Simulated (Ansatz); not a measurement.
[S3]2- (S₃²⁻), relaxed as a singlet with RKS PBE0-D4/def2-TZVPD in Ansatz, starting from the GFN2-xTB (ALPB water) geometry. Force threshold 0.02 eV/Å.

A multiply charged anion in the gas phase is held together partly by the finite basis. Removing one electron lowers the energy by 2.97 eV at PBE0-D4/def2-TZVPD, so it isn't bound. The highest occupied level of the charge -2 singlet lies above zero (up to 4.48 eV). By energy differences it is unbound by 2.97 eV (vertical, to the charge -1 doublet, at PBE0-D4/def2-TZVPD) and held by the finite basis.

Start:

Cartesian coordinates in Å:
```
S 0.1633 1.7121 -0.1516
S -0.4717 -0.0689 0.5823
S 0.3084 -1.6432 -0.4307
```

Q: Estimate the energy that the relaxation releases and the steps that it takes.

A: 1.2 kcal/mol, in 4 steps; 4 s on 4 threads of Arm Neoverse V2 on a shared host. No frequencies were taken in this run, so the end may be a saddle point.

Q: Does the start keep its bonding and symmetry?

A: By distances, no bond broke or formed. The bond that changes most is S2–S3, from 2.03 to 2.09 Å (atoms count from 1). Point group C2v at the start, C2v at the end, both within 0.05 Å.

Q: Predict the relaxed structure.

A: 
Cartesian coordinates in Å:
```
S 0.164 1.771 -0.151
S -0.478 -0.070 0.591
S 0.314 -1.701 -0.440
```
Bond lengths: 2 × S–S 2.09 Å.
